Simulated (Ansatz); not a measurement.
Input for Ansatz (development build ahead of 0.2.0):

```yaml
crystal:
  periodic: [false, false, false]
  atoms:
    - { symbol: O, position_ang: [0.0, 0.0, -0.11768] }
    - { symbol: H, position_ang: [0.0, 0.0, 0.94141] }
basis:
  gaussian: { orbitals: cc-pVTZ }
total_charge: -1
hamiltonian:
  xc: hf
```

The input is written out in the form of the current development build from the run's settings.

Output:

| Quantity | Value |
| --- | --- |
| Converged | yes |
| Total energy | -75.37363 hartree |
| Spin squared of the determinant | 0.000 |

Caution: no diffuse functions for an anion.
